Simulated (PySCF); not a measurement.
## [C4H5F2]+: core ionisation energies

C4H5F2 (charge +1).
Bonds: C1–C2, C2–C3, C3–C4 (double), C4–F5, C4–F6. Hydrogens: H7, H8, H9 on C1; H10 on C2; H11 on C3.

Level of theory: delta-SCF UKS SCAN, pcX-2 on the ionised atom, pcseg-1 elsewhere, spin-free X2C (PySCF 2.14.0). Each binding energy is the total energy of the core-ionised species, with the hole localised on one atom, minus that of the ground state; both are solved self-consistently, so orbital relaxation is included.

Task: Give the core binding energies atom by atom.

Result: 
| atom(s) | environment | level | binding energy (eV) | above the level's lowest (eV) | count |
| --- | --- | --- | --- | --- | --- |
| C1 | methyl carbon | C 1s | 296.51 | 0.00 | 1 |
| C3 | carbon bonded to 2 C and H | C 1s | 297.59 | +1.08 | 1 |
| C2 | carbon bonded to 2 C and H | C 1s | 298.14 | +1.63 | 1 |
| C4 | carbon bonded to C and 2 F | C 1s | 302.96 | +6.45 | 1 |
| F5 | vinyl fluorine | F 1s | 700.73 | 0.00 | 1 |
| F6 | vinyl fluorine | F 1s | 700.86 | +0.13 | 1 |

The listed C 1s values span 6.45 eV, from C1 (bonded to C and 3 H) to C4 (bonded to 2 F and C (double bond)). The widest gap between neighbouring values is 4.82 eV, between 298.14 and 302.96 eV.

The 2 F 1s values lie within 0.13 eV of each other; Gaussian lines of 0.5 eV full width would blend them into one maximum.

Task: Which photon energy gives electrons from C 1s of C1 a kinetic energy of 100 eV, and what is their de Broglie wavelength?

Result: hν = 296.51 + 100 = 396.51 eV, recoil neglected; λ = 12.264 Å/√(E/eV) = 1.23 Å.

Task: Express the binding energy of C 1s of C1 in atomic units and per mole.

Result: 296.51 eV = 10.8965 Eh = 28609 kJ/mol.

The unrestricted hole states depart most from a pure doublet (⟨S²⟩ = 0.75; over 0.85 named) for C 1s of C2 (0.98) and C 1s of C4 (0.98), which makes these values less certain. The species carries charge +1, so core ionisation leaves charge +2. Geometry: PBE0-D3(BJ)/def2-SVP, one conformer, isolated ion.

Conformer computed: `[CH3:1][CH+:2][CH:3]=[C:4]([F:5])[F:6]`: C1–C2–C3–C4 180°.
